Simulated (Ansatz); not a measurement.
**PBE against other levels and measurement: rhombohedral A7 Sb**

Programs: Ansatz (an electronic-structure program).

Task: For which of these properties of rhombohedral A7 Sb does PBE miss the measurement, in which direction and by how much: lattice constant a, lattice parameter c, bulk modulus, cohesive energy?

Result: PBE is well off the measurement for the lattice constant a (+1.70 %, at least halved by LDA, PBEsol); lattice parameter c (+2.68 %); bulk modulus (-25 %, at least halved by PBEsol). It does well for the cohesive energy (-0.06 eV/atom).

```
property                                PBE     LDA  PBEsol  reference  PBE less reference
-----------------------------------  ------  ------  ------  ---------  ------------------
equilibrium lattice constant a (Å)    4.374   4.293   4.320      4.301             +1.70 %
c axis length (Å)                    11.533  10.954  11.056     11.232             +2.68 %
bulk modulus B0 (GPa)                  29.8    45.2    42.0       39.5               -25 %
cohesive energy (eV/atom)              2.69    3.65    3.10       2.75       -0.06 eV/atom
elastic constant C11 (GPa)             83.8     100    95.3          –                   –
elastic constant C33 (GPa)             33.2    54.9    50.4          –                   –
elastic constant C44 (GPa)             26.5    41.7    39.1          –                   –
Voigt–Reuss–Hill bulk modulus (GPa)    33.0    46.4    43.3          –                   –
polycrystal shear modulus (GPa)        21.5    28.6    27.0          –                   –
```

Where no measured value is used, PBE differs from PBEsol by -12.1 % in the elastic constant C11; from PBEsol by -34 % in the elastic constant C33; from PBEsol by -32 % in the elastic constant C44; from PBEsol by -24 % in the Voigt–Reuss–Hill bulk modulus; from PBEsol by -20 % in the Voigt–Reuss–Hill shear modulus.

Low-temperature values still hold zero-point motion unless their source removed it.

Called good within 0.10 eV/atom for the cohesive energy.

Called well off clearly beyond 0.67 % for the lattice constant a, 1.00 % for the lattice parameter c, 10.0 % for the bulk modulus, 0.40 eV/atom for the cohesive energy (bounds picked here from the quality of each reference).

The references are measured values: lattice constant a low temperature, lattice parameter c low temperature, bulk modulus corrected to a static lattice, unchecked, cohesive energy low temperature, unchecked.

Unless a row names a cell, each level is at its own relaxed cell.

Caveats: the cell comes from a level without a dispersion term, which matters for the spacing of layers, chains or molecules (PBE, LDA, PBEsol). Ansatz's density-functional and Hartree–Fock values are scalar-relativistic unless marked +SOC, with PAW data made under PBE.

References as tabulated in Schiferl, Barrett, J. Appl. Cryst. 2, 30 (1969), COD 9009654; Lejaeghere et al. (2013), arXiv:1204.2733; Kittel's textbook.
